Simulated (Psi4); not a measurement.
# A workflow on CH5AlO (SMILES [CH3][AlH][OH])

We compute a geometry optimisation (BP86/def2-SVP), then vibrational wavenumbers of CH5AlO. 

The calculation is run with Psi4 1.11.

### 1 The molecule

CH5AlO has 8 atoms, charge 0, and is taken as a singlet. As SMILES, `[CH3][AlH][OH]`. The coordinates come from a PBE0-D4/def2-TZVP relaxation. This is one conformer, not always the lowest. The run starts from this shape.

Bond lengths: C1–Al2 1.941 Å, Al2–O3 1.701 Å, C1–H4 1.095 Å, C1–H5 1.092 Å, C1–H6 1.095 Å, Al2–H7 1.589 Å, O3–H8 0.956 Å. Angles: C1–Al2–O3 117.6°, C1–Al2–H7 124.2°, O3–Al2–H7 118.3°, Al2–C1–H4 111.0°, Al2–C1–H5 111.9°, Al2–C1–H6 111.2°, Al2–O3–H8 122.5°, H4–C1–H5 107.9°, H4–C1–H6 106.4°, H5–C1–H6 108.2°.

### 2 A structure relaxation at BP86/def2-SVP (density fitting) (run 1)

File run.py:

```python
import psi4

psi4.set_memory('1600 MB')
psi4.set_num_threads(1)
psi4.core.set_output_file('psi4.out', False)

geom = psi4.geometry("""
0 1
C     -1.47001795     1.85608900    -0.13398158
Al     1.09547423    -0.74493004    -0.45334530
O      1.02914485    -3.16793688     1.65691187
H     -0.61434996     3.69346971     0.28213611
H     -2.81833754     1.42749911     1.36872863
H     -2.52410718     2.08814737    -1.89879681
H      3.24428181    -0.74549696    -2.55150821
H      2.23214450    -4.51474468     1.62421960
units bohr
""")

options = {'basis': 'def2-SVP', 'reference': 'rks', 'geom_maxiter': 60}
psi4.set_options(options)

e_tot, wfn = psi4.optimize('BP86', molecule=geom, return_wfn=True)
print(f'total energy {e_tot:.8f} hartree = {e_tot * 27.211386:.5f} eV')
print(geom.to_string(dtype='xyz', units='Angstrom'))
```

Launch:

```sh
$ python run.py
```

psi4.out:

```text
[...]
  Running in c1 symmetry.
[...]
  Nuclear repulsion =   98.976519610914892
[...]
  Multiplicity = 1
[...]
  Nalpha       = 16
  Nbeta        = 16
[...]
    Number of basis functions: 71
[...]
   @DF-RKS iter   1:  -358.09936458423226   -9.43527e-02   1.55565e-02 ADIIS/DIIS
[...]
   @DF-RKS iter   6:  -358.67047057825692   -3.61524e-11   9.20074e-09 DIIS
[...]
  @DF-RKS Final Energy:  -358.67047057825692
   => Energetics <=
    Nuclear Repulsion Energy =             97.7708881260796119
    One-Electron Energy =                -689.6238529011491210
    Two-Electron Energy =                 267.7212375588035229
    DFT Exchange-Correlation Energy =     -34.5387433619909388
    Empirical Dispersion Energy =           0.0000000000000000
    VV10 Nonlocal Energy =                  0.0000000000000000
    Total Energy =                       -358.6704705782569249
[...]
 Multipole Moments:
 ------------------------------------------------------------------------------------
     Multipole            Electronic (a.u.)      Nuclear  (a.u.)        Total (a.u.)
 ------------------------------------------------------------------------------------
 L = 1.  Multiply by 2.5417464519 to convert [e a0] to [Debye]
 Dipole X            :          1.9128768           -1.7287118            0.1841650
 Dipole Y            :         -2.9947379            2.8907485           -0.1039894
 Dipole Z            :          0.6341566           -0.7218251           -0.0876685
 Magnitude           :                                                    0.2289461
[...]
  -Total Gradient:
     Atom            X                  Y                   Z
    ------   -----------------  -----------------  -----------------
       1       -0.000030409084    -0.000025072698     0.000018304177
       2       -0.000018122777     0.000020914761     0.000008297267
       3        0.000033857036    -0.000049671367     0.000025876758
       4        0.000001801670    -0.000020978750     0.000013835770
       5       -0.000025863980     0.000054631970    -0.000023795138
       6        0.000024756679    -0.000003612602     0.000009114844
       7       -0.000040018028    -0.000031713865     0.000045293075
       8       -0.000121197207     0.000000995509     0.000120260393
[...]
    Final optimized geometry and variables:
    Molecular point group: c1
    Full point group: C1
    Geometry (in Bohr), charge = 0, multiplicity = 1:
    C           -1.952227006760     2.650425700196    -0.323375689277
    AL           0.643156897922     0.036950909957    -0.657343835276
    O            0.559363365441    -2.421028183753     1.484605132231
    H           -1.086820869080     4.521784640334     0.088095312513
    H           -3.315484871186     2.220380716571     1.211180489936
    H           -3.034422901193     2.881448296153    -2.110317439173
    H            2.813488450781     0.050840966459    -2.771810247231
    H            1.771943863781    -3.798396674687     1.469909681278
[...]
```

Standard output:

```text
Some dependencies such as QCElemental have not yet finished migration to pydantic v2. If issues are encountered please downgrade pydantic or upgrade QCElemental as appropriate
	Previous geometry is closer to target in internal coordinates, so using that one.

	Best geometry has RMS(Delta(q)) = 8.83e-08

Optimizer: Optimization complete!
total energy -358.67047058 hartree = -9759.92062 eV
8
0 1 AlCH5O
C                    -1.033074042032     1.402544879118    -0.171123045250
Al                    0.340343973266     0.019553579463    -0.347851377203
O                     0.296002345475    -1.281152941232     0.785619202820
H                    -0.575120835998     2.392825383222     0.046618031749
H                    -1.754479036153     1.174974874221     0.640929113282
H                    -1.605747446846     1.524796772048    -1.116731896090
H                     1.488833970637     0.026903880818    -1.466778815136
H                     0.937672311299    -2.010024957329     0.777842705075
```

Run time: 41 s. Hardware: 1 thread of Intel Xeon Platinum 8259CL at 2.50GHz (Skylake/Cascade Lake), shared host; peak memory 0.55 GiB.

Step by step:

```csv
step,energy from the first frame kept (eV),largest force (eV/Å)
0,0.0000,0.8135
1,-0.0335,0.1263
2,-0.0339,0.0413
3,-0.0340,0.0114
4,-0.0340,0.0088
```

After the run. Bond lengths: C1–Al2 1.957 Å, Al2–O3 1.726 Å, C1–H4 1.113 Å, C1–H5 1.110 Å, C1–H6 1.112 Å, Al2–H7 1.603 Å, O3–H8 0.971 Å. Angles: C1–Al2–O3 117.1°, C1–Al2–H7 124.2°, O3–Al2–H7 118.7°, Al2–C1–H4 111.0°, Al2–C1–H5 112.2°, Al2–C1–H6 111.2°, Al2–O3–H8 122.9°, H4–C1–H5 107.9°, H4–C1–H6 106.3°, H5–C1–H6 108.1°.

### 3 The harmonic vibrations at BP86/def2-SVP (density fitting) (run 2)

File input.dat:

```
memory 1600 MB

molecule geom {
  0 1
  C
  Al 1 r2
  O 2 r3 1 a3
  H 1 r4 2 a4 3 d4
  H 1 r5 4 a5 2 d5
  H 1 r6 5 a6 4 d6
  H 2 r7 3 a7 1 d7
  H 3 r8 2 a8 7 d8

  r2 = 1.957084
  r3 = 1.72585
  a3 = 117.08071
  r4 = 1.112559
  a4 = 110.96528
  d4 = 117.97275
  r5 = 1.109794
  a5 = 107.87144
  d5 = 123.23898
  r6 = 1.112238
  a6 = 108.05558
  d6 = -114.52514
  r7 = 1.603459
  a7 = 118.69578
  d7 = 179.88811
  r8 = 0.97111
  a8 = 122.91732
  d8 = 0.12315
}

set basis def2-SVP
set reference rks
set t 700.0
set rotational_symmetry_number 1

frequencies("bp86")
print_variables()
```

Launch:

```sh
$ psi4 -i input.dat -o output.dat -n 1
```

output.dat, cut to the lines that bear on the results:

```text
[...]
  Running in c1 symmetry.
[...]
  Nuclear repulsion =   97.770889276940125
[...]
  Multiplicity = 1
[...]
  Nalpha       = 16
  Nbeta        = 16
[...]
    Number of basis functions: 71
[...]
   @DF-RKS iter   1:  -358.11048089157259   -1.41464e-01   1.53854e-02 DIIS/ADIIS
[...]
   @DF-RKS iter  12:  -358.67046661813680   -3.97904e-13   3.50231e-09 DIIS
[...]
  @DF-RKS Final Energy:  -358.67046661813680
   => Energetics <=
    Nuclear Repulsion Energy =             97.7777923766663264
    One-Electron Energy =                -689.6348807099077476
    Two-Electron Energy =                 267.7259923078253223
    DFT Exchange-Correlation Energy =     -34.5393705927206796
    Empirical Dispersion Energy =           0.0000000000000000
    VV10 Nonlocal Energy =                  0.0000000000000000
    Total Energy =                       -358.6704666181367998
[...]
  -Total Gradient:
     Atom            X                  Y                   Z
    ------   -----------------  -----------------  -----------------
       1        0.000020698342    -0.000071829742    -0.000008887427
       2       -0.000004730204    -0.000141811330    -0.000198502555
       3       -0.000016570983    -0.000259635008     0.001866371813
       4       -0.000000584824    -0.000020156206     0.000016510231
       5        0.000001658538     0.000037235997    -0.000067692261
       6       -0.000017222467     0.000000763524     0.000021844370
       7        0.000011945973     0.000120225539     0.000167313225
       8        0.000004149898     0.000071593056    -0.001900806334
[...]
  ==> Harmonic Vibrational Analysis <==
[...]
  Freq [cm^-1]                 54.6726             203.4611            354.6414
[...]
  IR activ [km/mol]             0.0504              3.5629              9.3128
[...]
  Freq [cm^-1]                 458.6010            520.0014            590.8265
[...]
  IR activ [km/mol]            180.4283            123.7405            28.8938
[...]
  Freq [cm^-1]                 657.7458            664.6985            725.5572
[...]
  IR activ [km/mol]            89.7332             136.5621            44.5602
[...]
  Freq [cm^-1]                 852.9757           1169.2775           1379.3871
[...]
  IR activ [km/mol]            157.6247            23.4316              1.3214
[...]
  Freq [cm^-1]                1380.8521           1859.4364           2950.0164
[...]
  Freq [cm^-1]                3033.3314           3060.7560           3795.9395
[...]
```

Standard output:

```text
Warning: used thermodynamics relations inappropriate for low-frequency modes: ['54.6726' '203.4611' '354.6414' '458.6010' '520.0014' '590.8265']
```

Wall time 5.3 min (1 thread of Intel Xeon Platinum 8259CL at 2.50GHz (Skylake/Cascade Lake), shared host); peak memory 0.54 GiB.

### 4 What came out

```
                                                                    quantity             value
                               run 1, BP86/def2-SVP: total energy at the end     -358.67047 Eh
                                         run 1, BP86/def2-SVP: dipole moment            0.58 D
                                           run 1, BP86/def2-SVP: HOMO energy          -6.65 eV
                                           run 1, BP86/def2-SVP: LUMO energy          -1.15 eV
                                         run 1, BP86/def2-SVP: HOMO–LUMO gap           5.50 eV
                            run 2, BP86/def2-SVP: lowest harmonic wavenumber           55 cm⁻¹
                           run 2, BP86/def2-SVP: highest harmonic wavenumber         3796 cm⁻¹
                                     run 2, BP86/def2-SVP: zero-point energy      141.8 kJ/mol
run 2, BP86/def2-SVP: ideal-gas entropy at 700 K (symmetry number 1 as used)  94.7 cal/(mol K)
```

The optimisation (run 1, BP86/def2-SVP) took 5 steps and changed the energy by -0.034 eV. All 18 modes (run 2, BP86/def2-SVP) are real, so the shape is a minimum at this level.
